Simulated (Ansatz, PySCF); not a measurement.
Complex: CH4O (SMILES CO) (first 6 atoms) with CH5N (SMILES CN); geometry from S66by8 set.
(charge 0, multiplicity 1):
```
atom    x (Å)    y (Å)    z (Å)
----  -------  -------  -------
O     -1.5953   0.7208  -0.0027
H     -0.6228   0.7466  -0.0077
C     -1.9651  -0.6390  -0.0074
H     -3.0513  -0.6883  -0.0032
H     -1.6118  -1.1697  -0.8968
H     -1.6045  -1.1779   0.8740
N      1.5402   0.6258  -0.0129
H      1.9109   1.1336   0.7802
H      1.9110   1.0901  -0.8322
C      2.0180  -0.7602   0.0245
H      1.6261  -1.2943  -0.8377
H      3.1047  -0.8670   0.0276
H      1.6259  -1.2470   0.9142
```

Counterpoise-corrected where a basis set is named; no monomer relaxation. Rows marked so take none.

Rows in 6-31G* carry no dispersion term and start afresh at each structure (6-31G* with six Cartesian d functions).

The values were computed with Ansatz (a program for electronic structure) with Gaussian orbitals; PySCF for 6-31G* rows, the dispersion terms. 

Problem. Predict the interaction energy from PBE0-D4/def2-TZVPPD.

Solution. -7.5 kcal/mol

Problem. Give the interaction energy at the level M06-2X/6-31G* (no counterpoise).

Solution. -9.0 kcal/mol

Problem. What is the computed interaction energy (B3LYP/6-31G* (no counterpoise))?

Solution. -8.1 kcal/mol
